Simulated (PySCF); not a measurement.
Molecule: difluorosilane, F2H2Si.

Structure with atom numbers: `[F:1][SiH2:2][F:3]`; H(Xn) means a hydrogen on atom n.

Geometry PBE0-D3(BJ)/def2-SVP throughout; GIAO in PySCF 2.14, gas phase, one conformer, non-relativistic; equivalent atoms averaged; basis pcSseg-2.

(1) How do the absolute shieldings σ depend on the functional? (ppm; last column core-seconds on shared hosts with different chips, so compare them loosely; the GGAs took longer than the global hybrids here, which isn't the general rule, and the cause wasn't traced)

(2) Which nucleus moves most, in ppm?

Results:

(1) 
```csv
functional,kind,F1/F3,Si2,H(Si2),core-s
HF,Hartree–Fock,362.9,422.9,27.10,2
LDA,LDA,305.6,313.0,25.13,4.3
PBE,GGA,312.1,343.8,25.80,5.7
BLYP,GGA,312.6,340.8,26.10,5.9
BP86,GGA,313.7,344.2,25.87,5.6
OPBE,GGA,322.9,372.7,25.95,5.9
KT2,GGA,313.0,368.0,25.86,5.9
KT3,GGA,321.1,382.7,26.26,7
B97-D,GGA,323.3,366.7,26.25,5.9
B3LYP,global hybrid,325.7,355.6,26.31,4.2
PBE0,global hybrid,328.7,363.6,26.13,4.2
mPW1PW91,global hybrid,329.6,363.8,26.21,4.3
WP04,global hybrid,341.2,371.9,27.14,3.6
B97-2,global hybrid,332.8,374.6,26.35,3.5
BHandHLYP,global hybrid,341.4,379.0,26.61,3.4
CAM-B3LYP,range-separated hybrid,328.9,355.0,26.27,4.4
wB97X-D,range-separated hybrid,332.5,365.2,26.32,4.5
LC-wPBE,range-separated hybrid,334.9,361.0,26.30,5.7
```

(2) Si2 (silicon bonded to 2 F, 2 H): from 313.0 ppm with LDA to 422.9 ppm with HF. The smallest spread is 2.01 ppm, at H(Si2).
